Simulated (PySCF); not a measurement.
## Choosing a basis for TDDFT

Compound: methylcyclopropane, C4H8.
SMILES: `CC1CC1`

TDDFT with PBE0 (PySCF), vertical singlets, core orbitals frozen in the response, spherical d and f functions. Isolated species at its PBE0-D3(BJ)/def2-SVP geometry, gas phase.

**Question.** Compare 6-31G*, 6-31+G*, def2-SVP, def2-SVPD, aug-cc-pVDZ, def2-TZVP and def2-TZVPD for this molecule.

**Answer.** 

```csv
basis,functions,diffuse,S1 (eV),S2 (eV),S3 (eV),S4 (eV),S5 (eV),LUMO (eV),α (au)
6-31G*,72,no,9.16,9.42,9.48,9.71,10.48,3.05,40.5
6-31+G*,88,yes,7.27,7.57,7.71,7.81,7.81,0.62,45.3
def2-SVP,96,no,8.53,8.82,8.83,9.10,9.64,2.09,42.1
def2-SVPD,144,yes,7.68,7.99,8.18,8.41,8.42,0.99,48.0
aug-cc-pVDZ,164,yes,6.92,7.22,7.28,7.46,7.48,0.09,49.4
def2-TZVP,172,no,8.07,8.37,8.40,8.68,8.90,1.54,47.5
def2-TZVPD,220,yes,7.28,7.58,7.70,7.90,7.91,0.58,49.2
```

States are compared by their number. Against the largest diffuse basis here (def2-TZVPD, itself not a converged limit), sets without diffuse functions differ by up to 1.88 eV in S1 and 2.57 eV in S5; the smaller diffuse sets differ by up to 0.40 and 0.51 eV. State by state, the largest deviation of a set without diffuse functions is S1 1.88, S2 1.84, S3 1.78, S4 1.82, S5 2.57 eV. The same number needn't mean the same state in each row. Against def2-TZVPD the polarisability deviates by -18% in 6-31G*, -8% in 6-31+G*, -14% in def2-SVP, -2% in def2-SVPD, 0% in aug-cc-pVDZ, -4% in def2-TZVP. A single + in a Pople set puts diffuse functions on heavy atoms only.
